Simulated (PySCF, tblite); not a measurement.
**C₃H₆NO radical: geometry, infrared bands and EPR parameters**

Aim: predict the infrared bands and EPR parameters of C₃H₆NO radical (`C[CH]C(N)=O`).

Programs: tblite 0.8.0 and PySCF 2.14.0, with density-fitted response routines of our own. Each step states its level of theory. These are calculated values for one molecule in the gas phase, unless marked as measured. Atoms count from 0, in the outputs and in this text.

## 1. Starting geometry

11 atoms, charge 0, multiplicity 2; geometry from: force field or distance geometry start.

Bonds of the start (Å): C0–C1 1.53, C1–C2 1.50, C2–N3 1.41, C2–O4 1.24, C0–H5 1.12, C0–H6 1.12, C0–H7 1.11, C1–H8 1.10, N3–H9 1.05, N3–H10 1.02.

## 2. Relaxing the molecule with GFN2-xTB

The job: settings as JSON, then the geometry in Å.

```
{"job": {"kind": "relax", "xc": "GFN2-xTB", "basis": "xTB"}, "charge": 0, "multiplicity": 2}
C     -1.629000    -0.189300     0.567300
C     -0.304000     0.534300     0.787400
C      0.713600    -0.040500    -0.154700
N      2.057800    -0.144700     0.250700
O      0.371500    -0.404200    -1.287900
H     -2.419200     0.554300     0.826700
H     -1.720400    -0.463000    -0.517300
H     -1.724600    -1.061400     1.244800
H     -0.398100     1.602600     0.524000
H      2.461500    -1.101400     0.422100
H      2.596200     0.716100     0.391000
```

On the command line:

```sh
$ OMP_NUM_THREADS=1 python probes_run.py task.json out
```

The driver reads the jobs from task.json and runs them one after another.

The log of the run:

```text
step      E/eV     max force
  0    -444.60494    2.699
  1    -444.83307    1.726
  2    -444.98872    1.227
  3    -445.06688    1.098
  4    -445.21004    1.223
  5    -445.40461    1.963
  6    -445.53810    1.428
  7    -445.69442    0.696
  8    -445.75615    0.892
  9    -445.84686    1.206
 10    -445.90977    0.776
 11    -445.96135    0.580
 12    -445.98754    0.500
 13    -446.02525    0.407
 14    -446.04328    0.439
 15    -446.06778    0.551
 16    -446.09793    0.648
 17    -446.14118    0.580
 18    -446.18371    0.648
 19    -446.21434    0.624
 20    -446.23637    0.534
 21    -446.25564    0.560
 22    -446.26179    0.736
 23    -446.27923    0.308
 24    -446.28682    0.221
 25    -446.29712    0.279
 26    -446.30646    0.361
 27    -446.31933    0.305
 28    -446.33092    0.290
 29    -446.33946    0.198
 30    -446.34332    0.206
 31    -446.34794    0.173
 32    -446.35252    0.195
 33    -446.35579    0.162
 34    -446.35748    0.118
 35    -446.35888    0.119
 36    -446.36030    0.116
 37    -446.36183    0.121
 38    -446.36298    0.082
 39    -446.36383    0.079
 40    -446.36460    0.097
 41    -446.36552    0.091
 42    -446.36661    0.101
 43    -446.36786    0.110
 44    -446.36923    0.133
 45    -446.37076    0.161
 46    -446.37225    0.132
 47    -446.37329    0.083
 48    -446.37388    0.061
 49    -446.37433    0.052
 50    -446.37481    0.057
 51    -446.37524    0.049
 52    -446.37554    0.051
 53    -446.37577    0.044
 54    -446.37608    0.055
 55    -446.37662    0.074
 56    -446.37748    0.087
 57    -446.37849    0.085
 58    -446.37934    0.081
 59    -446.38003    0.075
 60    -446.38081    0.102
 61    -446.38173    0.205
 62    -446.38250    0.139
 63    -446.38358    0.153
 64    -446.38405    0.158
 65    -446.38517    0.192
 66    -446.38577    0.106
 67    -446.38631    0.061
 68    -446.38682    0.046
 69    -446.38694    0.030
 70    -446.38703    0.031
 71    -446.38707    0.023
 72    -446.38713    0.029
 73    -446.38723    0.046
 74    -446.38745    0.052
 75    -446.38770    0.050
 76    -446.38800    0.051
 77    -446.38829    0.065
 78    -446.38861    0.066
 79    -446.38895    0.060
 80    -446.38921    0.047
 81    -446.38938    0.041
 82    -446.38953    0.039
 83    -446.38968    0.033
 84    -446.38981    0.028
 85    -446.38997    0.028
 86    -446.39007    0.030
 87    -446.39018    0.041
 88    -446.39037    0.047
 89    -446.39070    0.043
 90    -446.39117    0.047
 91    -446.39154    0.039
 92    -446.39166    0.033
 93    -446.39160    0.072
 94    -446.39183    0.026
 95    -446.39186    0.018
 96    -446.39192    0.013
 97    -446.39194    0.016
 98    -446.39195    0.006
```

It took 0.34 s on 1 thread of Arm Neoverse V1, shared host.

Relaxation path: (not every step is listed)

| step | energy from step 0 (eV) | largest force (eV/Å) |
| --- | --- | --- |
| 0 | 0.0000 | 2.6990 |
| 1 | -0.2281 | 1.7259 |
| 2 | -0.3838 | 1.2272 |
| 3 | -0.4619 | 1.0979 |
| 4 | -0.6051 | 1.2226 |
| 5 | -0.7997 | 1.9629 |
| 6 | -0.9332 | 1.4279 |
| 7 | -1.0895 | 0.6961 |
| 8 | -1.1512 | 0.8924 |
| 16 | -1.4930 | 0.6480 |
| 24 | -1.6819 | 0.2214 |
| 32 | -1.7476 | 0.1947 |
| 40 | -1.7597 | 0.0967 |
| 48 | -1.7689 | 0.0612 |
| 56 | -1.7725 | 0.0867 |
| 64 | -1.7791 | 0.1581 |
| 72 | -1.7822 | 0.0292 |
| 80 | -1.7843 | 0.0472 |
| 88 | -1.7854 | 0.0474 |
| 93 | -1.7867 | 0.0719 |
| 94 | -1.7869 | 0.0263 |
| 95 | -1.7869 | 0.0179 |
| 96 | -1.7870 | 0.0126 |
| 97 | -1.7870 | 0.0158 |
| 98 | -1.7870 | 0.0064 |

Close pairs (by a distance rule), those that changed most:

| bond | before (Å) | after (Å) | change (Å) |
| --- | --- | --- | --- |
| C1–C2 | 1.501 | 1.434 | -0.067 |
| C0–C1 | 1.526 | 1.469 | -0.056 |
| N3–H9 | 1.052 | 1.005 | -0.047 |
| C0–H6 | 1.122 | 1.088 | -0.035 |
| C2–N3 | 1.408 | 1.374 | -0.034 |
| C1–H8 | 1.104 | 1.079 | -0.025 |
| C0–H5 | 1.116 | 1.093 | -0.022 |
| N3–H10 | 1.025 | 1.003 | -0.022 |

The end geometry stands in the next job.

## 3. Vibrational analysis with GFN2-xTB

The job: settings as JSON, then the geometry in Å.

```
{"job": {"kind": "ir", "xc": "GFN2-xTB", "basis": "xTB"}, "charge": 0, "multiplicity": 2}
C     -1.704107    -0.028657     0.458710
C     -0.282650     0.278151     0.669099
C      0.726311    -0.316055    -0.159130
N      2.019710     0.032467     0.147558
O      0.488035    -1.104481    -1.068681
H     -2.269090     0.879436     0.230955
H     -1.804002    -0.736255    -0.361152
H     -2.149553    -0.448598     1.364455
H      0.002409     0.960899     1.454544
H      2.747477    -0.295483    -0.463728
H      2.230885     0.781246     0.781247
```

The log of the run:

```text
mode    cm-1     km/mol
  1     105.8      1.32
  2     146.6      5.43
  3     202.3    246.77
  4     239.0     12.41
  5     435.8      5.72
  6     459.7     22.73
  7     542.7      8.24
  8     594.1     10.13
  9     664.1     52.17
 10     856.4      6.14
 11     956.3      5.60
 12     990.7     18.21
 13    1070.1     11.88
 14    1172.2     11.34
 15    1210.6    179.58
 16    1365.0     44.27
 17    1380.9      2.55
 18    1429.7     13.50
 19    1447.1     56.44
 20    1458.0     46.63
 21    1622.1    293.09
 22    2933.5     10.86
 23    2963.3     11.82
 24    3045.1      1.23
 25    3082.6     37.88
 26    3483.2     16.96
 27    3556.2      4.48
```

It took 0.17 s on 1 thread of Arm Neoverse V1, shared host.

Which atoms move in the most intense modes:

| cm⁻¹ | km/mol | atoms |
| --- | --- | --- |
| 202 | 246.8 | H10 67 %, N3 18 %, H9 14 % |
| 664 | 52.2 | C2 55 %, H8 15 %, C1 14 % |
| 1211 | 179.6 | C2 39 %, H8 19 %, H9 14 %, N3 13 % |
| 1365 | 44.3 | H7 21 %, H5 21 %, H6 16 %, C1 15 % |
| 1447 | 56.4 | H10 37 %, H9 31 %, N3 14 % |
| 1458 | 46.6 | H5 26 %, H7 26 %, H6 17 %, C1 11 % |
| 1622 | 293.1 | C2 62 %, O4 31 % |
| 3083 | 37.9 | H8 90 % |

## 4. EPR parameters: B3LYP/pcH-1

Same as in step 3 but for these lines:

```diff
@@ -1,2 +1,2 @@
-{"job": {"kind": "ir", "xc": "GFN2-xTB", "basis": "xTB"}, "charge": 0, "multiplicity": 2}
+{"job": {"kind": "epr", "basis": "pcH-1"}, "charge": 0, "multiplicity": 2}
 C     -1.704107    -0.028657     0.458710
```

With the program's defaults for keys left out, this is: UKS B3LYP, pcH-1 on C H N O, non-relativistic, mean-field spin-orbit, GIAO.

The log of the run:

```text
UKS, coarse grid
  cycle   1  E = -247.72679154  |g| = 6.52e-01
  cycle   2  E = -246.31899664  |g| = 1.77e+00
  cycle   3  E = -247.85640516  |g| = 2.83e-01
  cycle   4  E = -247.89613342  |g| = 8.79e-02
  cycle   5  E = -247.89969218  |g| = 2.14e-02
  cycle   6  E = -247.89988577  |g| = 1.60e-02
  cycle   7  E = -247.90001266  |g| = 4.66e-03
  cycle   8  E = -247.90003766  |g| = 2.58e-03
  cycle   9  E = -247.90004350  |g| = 1.01e-03
  cycle  10  E = -247.90004492  |g| = 4.69e-04
UKS, final grid
  cycle   1  E = -247.90005085  |g| = 8.36e-04
  cycle   2  E = -247.90004971  |g| = 1.99e-03
  cycle   3  E = -247.90005116  |g| = 8.17e-05
  cycle   4  E = -247.90005116  |g| = 6.49e-05
  cycle   5  E = -247.90005117  |g| = 2.04e-05
E = -247.90005117 Eh   <S^2> = 0.7557 (exact 0.7500)
g shifts (ppm)      1          2          3
  rmc          -169       -169       -169
  gc             -5         36         28
  oz_so          -6       1242       2502
  total        -180       1110       2361
hyperfine (MHz)  atom isotope    a_iso     a_fc   dipolar eigenvalues
    0   13C     -29.61     -29.61     -2.93      0.73      2.20
    1   13C      73.24      73.24    -71.32    -70.60    141.92
    2   13C     -37.62     -37.62     -6.55      0.87      5.68
    3   14N       1.19       1.19     -3.18     -2.50      5.68
    4   17O      -9.99      -9.99    -46.95     22.94     24.01
    5    1H     112.79     112.79     -5.16     -3.17      8.33
    6    1H       2.32       2.32     -4.06     -3.36      7.42
    7    1H     109.77     109.77     -5.14     -3.19      8.33
    8    1H     -54.66     -54.66    -33.44     -1.49     34.92
    9    1H      -5.76      -5.76     -4.05     -2.44      6.49
   10    1H      -3.96      -3.96     -3.97     -1.13      5.10
```

It took 21 s on 1 thread of Arm Neoverse V1, shared host; peak memory 0.56 GiB.

Principal g values 2.00214, 2.00343, 2.00468; g(iso) = 2.00342, against 2.00232 for a free electron.

Hyperfine couplings; where a row names several nuclei, a(iso) is their mean (it holds for fast rotation or exchange) and the dipolar term the largest among them:

| nuclei | isotope | a(iso) (MHz) | a(iso) (G, at g = 2.0023) | largest dipolar term (MHz) |
| --- | --- | --- | --- | --- |
| H5, H6, H7 | 1H | 75.0 | 26.7 | 8.3 |
| C1 | 13C | 73.2 | 26.1 | 141.9 |
| H8 | 1H | -54.7 | -19.5 | 34.9 |
| C2 | 13C | -37.6 | -13.4 | -6.5 |
| C0 | 13C | -29.6 | -10.6 | -2.9 |
| O4 | 17O | -10.0 | -3.6 | -47.0 |
| H9 | 1H | -5.8 | -2.1 | 6.5 |
| H10 | 1H | -4.0 | -1.4 | 5.1 |
| N3 | 14N | 1.2 | 0.4 | 5.7 |

Mulliken spin populations:

| atom | value (e) |
| --- | --- |
| C0 | -0.07 |
| C1 | 0.90 |
| C2 | -0.07 |
| N3 | 0.05 |
| O4 | 0.15 |
| H5 | 0.04 |
| H6 | 0.00 |
| H7 | 0.04 |
| H8 | -0.04 |
| H9 | 0.00 |
| H10 | 0.00 |

In first order the couplings over 0.8 MHz of 1H, 14N give 96 distinct lines over 104.1 G, if the averaged nuclei exchange fast.

Orbitals, density, ELF and potential are computed afterwards from the orbital file.

ELF in a plane through or near 9 of the atoms.

Ten even steps from '0' (0.00) to '9' (1.00):
```
0000000000000000000000000000
0000000000000000000000000000
0000000000000000000000000000
0000000000000000000000000000
0000000000002674000000000000
0000000340007999300000000000
0000004896109999400000000000
0000015998307999300110000000
0000003898403886433531000000
0000012666525423855762100000
0000489834835966814552000000
0000799976611532577631000000
0000699821377410699940000000
0000155102675860499961000000
0000000017873982089950000000
0000000036888872015400000000
0000000013455531000000000000
0000000000111100000000000000
0000000000000000000000000000
0000000000000000000000000000
```
The map spans 10.8 Å across and 8.6 Å up, centred on the molecule. Atoms in the plane (x, y in Å): C0 (1.7, 0.0), C1 (0.3, 0.4), C2 (-0.8, -0.5), N3 (-2.0, 0.1), O4 (-0.7, -1.7), H6 (1.7, -1.1), H8 (0.1, 1.5), H9 (-2.8, -0.5), H10 (-2.1, 1.1).

On the surface of density 0.002 e/bohr³ the electrostatic potential runs, from the 1st to the 99th percentile, from -2.08 V near O4 to 2.16 V near H10.

The spin density lies nearest to C1 57 %; O4 13 %; C2 9 %.

## 5. Outcome

| quantity | value |
| --- | --- |
| strongest single infrared mode (GFN2-xTB) | 1622 cm⁻¹, 293 km/mol |
| zero-point energy (GFN2-xTB) | 53.5 kcal/mol |
| g(iso) (B3LYP) | 2.00342 |
| ⟨S²⟩ | 0.756 (exact 0.75) |
| largest a(iso) (averaged by class) | 1H on H5, H6, H7, 75.0 MHz |
| surface potential, 1st and 99th percentile | -2.08 V and 2.16 V |

The optimisation took 98 steps and gained 1.787 eV; among the close pairs (by a distance rule), C1–C2 changed most, from 1.501 to 1.434 Å. No mode is imaginary among the 27: a minimum at this level. The strongest single mode, at 1622 cm⁻¹, moves mainly C2 and O4. GFN2-xTB is a fitted tight-binding method: band positions and strengths are rough. Its intensities can rank the bands wrongly. Most of the unpaired spin sits on C1 (0.90 e). The isotropic g lies 1.1 ppt above the free-electron value.
